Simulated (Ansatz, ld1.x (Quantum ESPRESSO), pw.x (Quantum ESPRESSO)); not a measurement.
## What a changed setting does to a pw.x run (diamond Sb)

Potential: ultrasoft, ld1.x (Quantum ESPRESSO) 7.5, LDA (PW92); core [Kr] 4d10, reference 5s2 5p3; waves: 5s (bound): rcut 1.55, rcutus 1.90 bohr; 5s channel at 2.5 Ry: rcut 1.55, rcutus 1.90 bohr; 5p (bound): rcut 2.30, rcutus 2.75 bohr; 5p channel at 0.65 Ry: rcut 2.30, rcutus 2.75 bohr; 5d channel at -0.2 Ry: rcut 2.45, rcutus 2.80 bohr; 5d channel at 1.85 Ry: rcut 2.45, rcutus 2.80 bohr; local part: all-electron potential smoothed inside 1.65 bohr (lloc = -1); core correction: a·sin(br)/r model core inside 1.04 bohr; augmentation: PSQ, radius 1.75 bohr.

The reference run (k-mesh 8³, cutoffs 40/320 Ry, Fermi–Dirac 0.01 Ry, mixing_beta 0.4, conv_thr 1e-9, no spin) gives 0.16 GPa at 39.712 Å³/atom, where all-electron LAPW gives -0.04 GPa. This run, with its own iteration cap, changes k-mesh shift to 1.

```
&control
  calculation='scf', prefix='x', pseudo_dir='./', outdir='./tmp', tstress=.true., disk_io='none'
/
&system
  ibrav=0, nat=2, ntyp=1, ecutwfc=40, ecutrho=320, nbnd=12,
  occupations='smearing', smearing='fd', degauss=0.01
/
&electrons
  conv_thr=1e-09, mixing_beta=0.4, electron_maxstep=60
/
ATOMIC_SPECIES
Sb 1.0 Sb.UPF
CELL_PARAMETERS angstrom
  0.00000000 3.41172423 3.41172423
  3.41172423 0.00000000 3.41172423
  3.41172423 3.41172423 0.00000000
ATOMIC_POSITIONS crystal
Sb 0.0000 0.0000 0.0000
Sb 0.2500 0.2500 0.2500
K_POINTS automatic
8 8 8 1 1 1
```

```bash
pw.x < Sb.scf.in > Sb.scf.out
```

Task: How does the run end?

Result: It converges in 7 iterations; the free energy moves by -5.7 meV/atom and the pressure by -0.12 GPa.

```
Message from routine setup:
     using ibrav=0 with symmetry is DISCOURAGED, use correct ibrav instead
     lattice parameter (alat)  =       9.1178  a.u.
     unit-cell volume          =     535.9797 (a.u.)^3
     number of electrons       =        10.00
     number of Kohn-Sham states=           12
     kinetic-energy cutoff     =      40.0000  Ry
     charge density cutoff     =     320.0000  Ry
     scf convergence threshold =      1.0E-09
     Exchange-correlation= PW
     number of k points=    60  Fermi-Dirac smearing, width (Ry)=  0.0100
     iteration #  1     ecut=    40.00 Ry     beta= 0.40
     total energy              =     -91.73074679 Ry
     estimated scf accuracy    <       0.00954635 Ry
     iteration #  2     ecut=    40.00 Ry     beta= 0.40
     total energy              =     -91.73012788 Ry
     estimated scf accuracy    <       0.00255498 Ry
     iteration #  3     ecut=    40.00 Ry     beta= 0.40
     total energy              =     -91.73028236 Ry
     estimated scf accuracy    <       0.00004838 Ry
     iteration #  4     ecut=    40.00 Ry     beta= 0.40
     c_bands:  1 eigenvalues not converged
     c_bands:  1 eigenvalues not converged
     c_bands:  2 eigenvalues not converged
     c_bands:  2 eigenvalues not converged
     c_bands:  1 eigenvalues not converged
     c_bands:  1 eigenvalues not converged
     total energy              =     -91.73030825 Ry
     estimated scf accuracy    <       0.00000076 Ry
     iteration #  5     ecut=    40.00 Ry     beta= 0.40
     [... 2 repeated lines left out ...]
     total energy              =     -91.73030994 Ry
     estimated scf accuracy    <       0.00000027 Ry
     iteration #  6     ecut=    40.00 Ry     beta= 0.40
     total energy              =     -91.73030997 Ry
     estimated scf accuracy    <       0.00000002 Ry
     iteration #  7     ecut=    40.00 Ry     beta= 0.40
     the Fermi energy is     3.8286 ev
!    total energy              =     -91.73030997 Ry
     estimated scf accuracy    <          2.7E-10 Ry
     smearing contrib. (-TS)   =      -0.00550741 Ry
     The total energy is F=E-TS. E is the sum of the following terms:
     one-electron contribution =       3.78320317 Ry
     hartree contribution      =       2.19189721 Ry
     xc contribution           =     -76.81185211 Ry
     ewald contribution        =     -20.88805083 Ry
     convergence has been achieved in   7 iterations
          total   stress  (Ry/bohr**3)                   (kbar)     P=        0.42
     Message from routine punch:
     Nothing written, as per user request (disk_io='none')
```

The run took about 28 s on one core of a shared host (Neoverse-V2, 32 threads, 247 GiB, load 19).
